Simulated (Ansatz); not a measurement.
Process, species as SMILES: OO (H2O2) → 2 H atom + 2 O atom
B3LYP-D3(BJ)/def2-TZVP geometries, fixed; electronic energies without zero-point terms.
Largest species:
```
O
H 1 0.9680
O 1 1.4504 2 100.54
H 3 0.9680 1 100.54 2 115.91
```
Charge 0, spin multiplicity 1.

How fast the atomisation energy converges with the basis for several methods (Ansatz, a first-principles code): deviation from each method's own reference, in kcal/mol. References: B2PLYP 266.87 kcal/mol, the value in aug-pcseg-3; CCSD(T) 268.45 kcal/mol, Hartree-Fock in cc-pVQZ plus the correlation part extrapolated as X^-3 from cc-pVTZ and cc-pVQZ; HF 134.83 kcal/mol, the value in aug-pcseg-3; MP2 278.09 kcal/mol, Hartree-Fock in aug-cc-pVQZ plus the correlation part extrapolated as X^-3 from aug-cc-pVTZ and aug-cc-pVQZ; PBE 282.57 kcal/mol, the value in aug-pcseg-3; PBE0 263.64 kcal/mol, the value in aug-pcseg-3. Cartesian d functions, on some or all atoms, in 6-31G**, 6-31+G*; all else is spherical. In correlated methods cores are frozen. Open shells are unrestricted. No added dispersion term, no relativity. 

```tsv
basis	functions	B2PLYP	CCSD(T)	HF	MP2	PBE	PBE0
6-31G	22	-50.91	-78.29	(withheld)	-86.22	-34.47	-36.80
pcseg-0	22	-56.37	-82.08	(withheld)	-92.36	-40.10	-40.61
def2-SV(P)	32	-26.76	-49.06	(withheld)	-52.74	-15.57	-16.19
def2-SVP	38	-12.36	-27.15	(withheld)	-31.47	-4.56	-4.55
6-31G**	40	-11.13	-27.52	(withheld)	-30.06	-2.43	-3.03
6-31+G*	42	-18.22	-39.80	(withheld)	-40.99	-8.66	-9.28
aug-pcseg-1	64	-8.71	-21.68	(withheld)	-22.76	-3.73	-3.29
aug-cc-pVDZ	64	-8.72	-21.88	(withheld)	-23.84	-3.17	-3.36
def2-TZVPD	98	-5.21	-13.72	(withheld)	-15.34	-1.94	-2.08
6-311++G(3df,3pd)	114	-1.23	-6.46	(withheld)	-7.91	0.22	0.17
def2-QZVPP	174	-1.02	-3.86	(withheld)	-4.93	-0.68	-0.68
def2-QZVPPD	198	-0.71	-3.49	(withheld)	-4.53	-0.40	-0.45
```

### Question
What belongs in the gaps?

### Answer

- 6-31G, HF: -40.08
- pcseg-0, HF: -39.39
- def2-SV(P), HF: -16.08
- def2-SVP, HF: -2.84
- 6-31G**, HF: -3.24
- 6-31+G*, HF: -10.30
- aug-pcseg-1, HF: -1.78
- aug-cc-pVDZ, HF: -3.27
- def2-TZVPD, HF: -2.48
- 6-311++G(3df,3pd), HF: 0.17
- def2-QZVPP, HF: -0.85
- def2-QZVPPD, HF: -0.75

Mean absolute deviation over def2-TZVPD, 6-311++G(3df,3pd): PBE 1.08, PBE0 1.13, HF 1.33, B2PLYP 3.22, CCSD(T) 10.09, MP2 11.63 kcal/mol.
